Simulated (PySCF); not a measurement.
Compound: 1,3-dioxolane, C3H6O2.
Atom-mapped SMILES: `[CH2:1]1[CH2:2][O:3][CH2:4][O:5]1` (hydrogens: H6, H7 on C1; H8, H9 on C2; H10, H11 on C4)

Computed, not measured: core-valence-separated Tamm–Dancoff BHandHLYP/aug-pcX-1 (pcseg-1 on H) in PySCF, non-relativistic, gas phase, PBE0-D3(BJ)/def2-SVP geometry.

Computed oxygen K-edge spectrum, Gaussian lines of 0.4 eV full width, highest printed point 100; it ends one width below the last computed root. Absolute energies from this functional tend to lie a few eV below measured edges; no shift was applied.

| photon energy (eV) | absorption |
| --- | --- |
| 533.2 | 1 |
| 533.3 | 3 |
| 533.4 | 11 |
| 533.5 | 31 |
| 533.6 | 62 |
| 533.7 | 91 |
| 533.8 | 100 |
| 533.9 | 85 |
| 534.0 | 66 |
| 534.1 | 61 |
| 534.2 | 71 |
| 534.3 | 81 |
| 534.4 | 86 |
| 534.5 | 84 |
| 534.6 | 77 |
| 534.7 | 66 |
| 534.8 | 53 |

**Question.** Where are the maxima, and which lines make them up?

**Answer.** 2 maxima:
- 533.8 eV: O3/O5 (cyclic ether oxygen), 533.72 eV, f = 0.020, 50 % of the height at the exact maximum; O3/O5 (cyclic ether oxygen), 533.84 eV, f = 0.019, 48 % of the height at the exact maximum
- 534.4 eV: O3/O5 (cyclic ether oxygen), 534.45 eV, f = 0.013, 40 % of the height at the exact maximum; O3/O5 (cyclic ether oxygen), 534.27 eV, f = 0.011, 24 % of the height at the exact maximum; O3/O5 (cyclic ether oxygen), 534.62 eV, f = 0.014, 22 % of the height at the exact maximum; O3/O5 (cyclic ether oxygen), 534.21 eV, f = 0.009, 13 % of the height at the exact maximum

Further lines of some strength in the range: O3/O5, 534.76 eV, f = 0.003.

Roots within 0.03 eV on the same or equivalent atoms count as one line; shares under 12 % aren't listed.

Vibrational structure and lifetime widths aren't in the curve. The ionisation threshold wasn't computed; near and above it a finite basis only mimics Rydberg series and continuum.

The run took about 23 s of CPU time (one thread, shared machine).

One conformer stands for the species.
